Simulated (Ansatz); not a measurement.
Total energies of `CC(C)CCO`.

Z-matrix (Å, degrees):
```
C
C 1 1.522
H 1 1.095 2 110.8
H 1 1.093 2 111.5 3 119.8
H 1 1.093 2 111.3 3 -119.7
C 2 1.522 1 110.7 3 61.8
C 2 1.526 1 110.2 3 -62.8
H 2 1.096 1 108.3 3 179.9
H 6 1.095 2 110.8 1 -64.6
H 6 1.093 2 110.8 1 54.8
H 6 1.092 2 112.0 1 174.7
C 7 1.517 2 115.2 1 -174.1
H 7 1.098 2 109.4 1 63.6
H 7 1.099 2 108.9 1 -51.7
O 12 1.414 7 113.3 2 57.4
H 12 1.099 7 109.5 2 -178.5
H 12 1.092 7 110.7 2 -60.9
H 15 0.961 12 108.2 7 60.3
```

The species carries charge 0 and has multiplicity 1. The structure was optimised at the PBE0-D4/def2-TZVP level. It is one conformer, not always the lowest. Basis def2-TZVPP, Ansatz.

RPA on PBE orbitals: Hartree–Fock energy of these orbitals -271.23482 Eh, correlation -1.86126 Eh (frozen core).

```tsv
functional	energy without D4 (Eh)	D4 term (kJ/mol)
LDA (SPW92)	-270.66274	–
PBE	-272.71997	-34.0
PBE0	-272.76054	-28.6
B3LYP	-273.09852	-53.5
r2SCAN0	-272.89812	-10.4
HSE06 (plane-wave form)	-272.74432	-26.3
BHLYP	-272.91955	-36.3
CAM-B3LYP	-272.94581	-28.4
ωB97M-V	-272.94489	–
PBE-QIDH	-272.72803	–
```

Question: Give the same for revPBE, BLYP, r2SCAN, B97M-V, r2SCANh, LC-ωPBE, ωB97X-V, B2PLYP. (Estimate.)

Answer: Computed: 
| functional | energy without D4 (Eh) | D4 term (kJ/mol) |
| --- | --- | --- |
| revPBE | -272.99378 | -116.4 |
| BLYP | -272.94601 | -75.2 |
| r2SCAN | -272.92224 | -9.2 |
| B97M-V | -273.07023 | – |
| r2SCANh | -272.91211 | -9.5 |
| LC-ωPBE | -272.92899 | – |
| ωB97X-V | -273.00957 | – |
| B2PLYP | -272.84340 | – |

B3LYP takes the VWN-RPA correlation (the form of Gaussian; ORCA's B3LYP/G). HSE06 is the plane-wave form, built on full-range PBE exchange. The double hybrids freeze the cores in their second-order part.

LC-ωPBE has ω = 0.4 bohr⁻¹.
